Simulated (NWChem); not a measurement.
# Electron attachment to Al (+1)

```xyz
1

Al     0.0000     0.0000     0.0000
```
Charge +1, spin multiplicity 1.

The numbers come from NWChem runs, not from measurements.

Basis set: def2-TZVPD. −ε marks an orbital energy of the parent.

Problem. One of these methods gave a vertical electron affinity of 5.29 eV. Which?
A. −ε(LUMO) of M06-2X
B. −ε(LUMO) of HF
C. G0W0@PBE
D. −ε(LUMO) of PBE

Solution. B, −ε(LUMO) of HF. The others give 7.41 (−ε(LUMO) of M06-2X), 9.05 (−ε(LUMO) of PBE), 6.01 (G0W0@PBE).
